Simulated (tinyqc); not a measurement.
Inside a calculation. Method: Hueckel theory of the pi electrons, for the molecule NC=CF (SMILES; centres numbered as the heavy atoms are written). One step of it, computed by the program tinyqc.

Task: Energy, charges, bond orders. E = sum n x; q_r = z_r - P_rr; bond order p = P_rs; free valence = sqrt(3) - sum of p over the bonds of the atom.

x values: 3.290020  1.764801  0.597601  -1.162421

occupations: 2.000000  2.000000  2.000000  0.000000

charge and bond-order matrix P:
```
           1N         2C         3C         4F
1N   1.926483   0.268066  -0.260143   0.045774
2C   0.268066   1.022548   0.948565  -0.166906
3C  -0.260143   0.948565   1.079469   0.161973
4F   0.045774  -0.166906   0.161973   1.971500
```

Centres:
```
centre  z_r, pi electrons of the neutral centre         h
1N                                            2  1.390000
2C                                            1  0.000000
3C                                            1  0.000000
4F                                            2  3.100000
```

Bonds:
```
i  j         k
1  2  0.700000
2  3         1
3  4  0.750000
```

Give: pi energy = 6 alpha + this times beta; pi charges; Bond orders and lengths from R = 1.517 - 0.180 p; free valence of the carbons; gap between the highest filled and the next level.

Result:

pi energy = 6 alpha + this times beta = 11.3048

pi charges: 1N 0.0735, 2C -0.0225, 3C -0.0795, 4F 0.0285

Bond orders and lengths from R = 1.517 - 0.180 p (angstrom, C-C alone):
```
bond       p       R
1-2   0.2681       -
2-3   0.9486  1.3463
3-4   0.1620       -
```

free valence of the carbons: 2C 0.5154, 3C 0.6215

gap between the highest filled and the next level = 1.7600 |beta|
